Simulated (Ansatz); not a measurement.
One change: `NCCS` becomes `C=CCCS`.

Ansatz, PBE0-D4/def2-TZVP geometries, multiplicity 1. Each molecule was computed in one conformer, which needn't be the lowest.

```json
{"property": "HOMO energy (B3LYP/def2-TZVPP) / eV", "`NCCS`": "-6.54"}
{"property": "size of the dipole moment (PBE/def2-TZVPP) / D", "`NCCS`": "1.99"}
{"property": "LUMO energy (ωB97M-V/def2-TZVPP) / eV", "`NCCS`": "2.23"}
{"property": "size of the dipole moment (ωB97M-V/def2-TZVPP) / D", "`NCCS`": "2.03"}
{"property": "HOMO energy (PBE0/def2-TZVPP) / eV", "`NCCS`": "-6.77"}
{"property": "HOMO–LUMO gap (B3LYP/def2-TZVPP) / eV", "`NCCS`": "6.77"}
```

Give the same properties after the change, and the shifts. (An estimate is asked.)

Computed: 
```csv
property,`C=CCCS`,shift
HOMO energy (B3LYP/def2-TZVPP) / eV,-6.49,0.05
size of the dipole moment (PBE/def2-TZVPP) / D,1.71,-0.28
LUMO energy (ωB97M-V/def2-TZVPP) / eV,2.16,-0.07
size of the dipole moment (ωB97M-V/def2-TZVPP) / D,1.68,-0.35
HOMO energy (PBE0/def2-TZVPP) / eV,-6.73,0.04
HOMO–LUMO gap (B3LYP/def2-TZVPP) / eV,6.34,-0.43
```

Dipoles are sizes alone; their direction can turn.

B3LYP here is the variant with VWN-RPA as its local correlation; programs differ in this.
